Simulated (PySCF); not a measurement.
# H2S: the cost of one run

Program: PySCF 2.14.0. Level of theory: relaxation, HF, 6-31g*, and further levels as typed in the inputs. These are calculated values, not measurements.

7 further runs of the same task are left out: 7 for a faulty analytic Hessian.

### 1 The structure to begin with

Bond lengths: S1–H2 1.330 Å, S1–H3 1.330 Å. Angles: H2–S1–H3 92.4°.

Structure file:

```xyz
3

S     0.0000    0.0000    0.0000
H     0.9600    0.0000    0.9200
H    -0.9600    0.0000    0.9200
```

### 2 Relaxation: H2S

The input, run.py:

```python
from pyscf import gto, scf
from pyscf.geomopt.geometric_solver import optimize
mol = gto.M(atom="mol.xyz", basis="6-31g*", verbose=4)
mf = scf.RHF(mol).run(conv_tol=1e-9)
m = optimize(mf, maxsteps=60)
print("optimised structure (A):")
for k in range(m.natm): print(m.atom_symbol(k), *(f"{x:.8f}" for x in m.atom_coords(unit="A")[k]))
```

On the command line:

```
$ python run.py
```

**Question.** How long does this run take on 4 threads of Intel Xeon Platinum 8259CL at 2.50GHz (Skylake/Cascade Lake), shared host?

About 3.2 s.
